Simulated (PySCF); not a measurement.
Level of theory and gas-phase deprotonation enthalpies: methylamine

Structure: `CN` (CH5N). Non-hydrogen atoms are numbered in `[CH3:1][NH2:2]`.

All levels share the PBE0-D3(BJ)/ma-def2-SVP structures and the PBE0-D3(BJ)/ma-def2-SVP thermal terms; only the single-point energies (PySCF) change. Values are gas-phase deprotonation enthalpies (298 K, kJ/mol).

| level | N2 | C1 | mean abs. error | time |
| --- | --- | --- | --- | --- |
| MP2/ma-def2-TZVP | 1677 | 1744 | 8.5 | 5.8 s |
| PBE0-D3(BJ)/ma-def2-TZVP | 1688 | 1754 | 2.2 | – |
| CCSD(T)/ma-def2-TZVP | 1688 | 1754 | 2.1 | 82 s |
| HF/ma-def2-TZVP | 1725 | 1790 | 38.5 | 1.5 s |
| ATcT 1.112 | 1686 | 1752 |  |  |

Times are wall times for all single points of a level on 1 thread of Arm Neoverse N1, a shared host; the dash marks the run that also made the structures.

Hartree-Fock leaves out electron correlation, so its deprotonation energies can be off by tens of kJ/mol.

The widest spread is that of N2: 48 kJ/mol, from 1677 to 1725.

Note: `[CH2-]N` holds its electron weakly or not at all, so its value hangs on the basis.
